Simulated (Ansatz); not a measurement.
The reference is AlAs in the zinc blende structure (space group F-43m, No. 216; a = 5.7284 Å).

Computed with DFT with PBE, PAW potentials and a 420 eV plane-wave cutoff in Ansatz (a first-principles code), spin-orbit coupling left out.

Perturbation: every Al is replaced by Ga, then cell and atoms are relaxed.

Measured band gap: AlAs 2.28 eV (static lattice; corrected from measurement; as listed in Wei Chen et al., Physical Review Materials (2018)); GaAs 1.57 eV (static lattice; corrected from measurement; as listed in Wei Chen et al., Physical Review Materials (2018)).

Measured lattice parameter a: AlAs 5.649 Å (static lattice; corrected from measurement; as listed in Daniel Mejia-Rodriguez, S. B. Trickey, Phys. Rev. B (2018)); GaAs 5.64 Å (static lattice; corrected from measurement; as listed in Daniel Mejia-Rodriguez, S. B. Trickey, Phys. Rev. B (2018)).

**Question.** How well does PBE reproduce the measured shift?

**Answer.** With PBE the band gap moves by -1.34 eV (1.50 → 0.16) against -0.71 eV measured; the lattice parameter a moves by +0.017 Å (5.728 → 5.746) against -0.009 Å measured, the wrong sign.

No phonon test of stability was made.
